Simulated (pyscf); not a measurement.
H₂N–SiH(NH₂)–I + H• → H₂N–Si•(NH₂)–I + H₂ (hydrogen abstraction; doublet surface; H–Si broken, H–H formed). Single points on ωB97X-D3(BJ)/def2-SVP structures (PySCF, gas phase). Rate constants from transition-state theory, ωB97M-D3(BJ)/def2-TZVP energies (ideal gas, 1 atm, RRHO with modes under 100 cm⁻¹ raised to 100, one conformer, R ln 2 for chiral ones without a mode under 150 cm⁻¹; no tunnelling), k in cm³ molecule⁻¹ s⁻¹.

```tsv
T (K)	1000/T	log10 k
298	3.354	-13.36
600	1.667	?
900	1.111	-11.20
1200	0.833	-10.82
```

Question: Fit an Arrhenius line to the three values, give the activation energy, and predict k at 600 K.

Answer: Least squares gives log10 k = -10.04 − 0.99 × 1000/T, so Ea = 0.99 × ln 10 × 1.987 = 4.5 kcal/mol, against an electronic barrier of 4.0. At 600 K the line gives -11.69; the computed value is -11.83 (ΔG‡ = 16.0 kcal/mol), a factor 1.4 under the line, since the plot is curved. This is the saddle that the search found; another between the same sides may lie lower. The angle at the transferred H is 174°. Elements past Kr carry the def2 core potentials, without spin-orbit coupling.
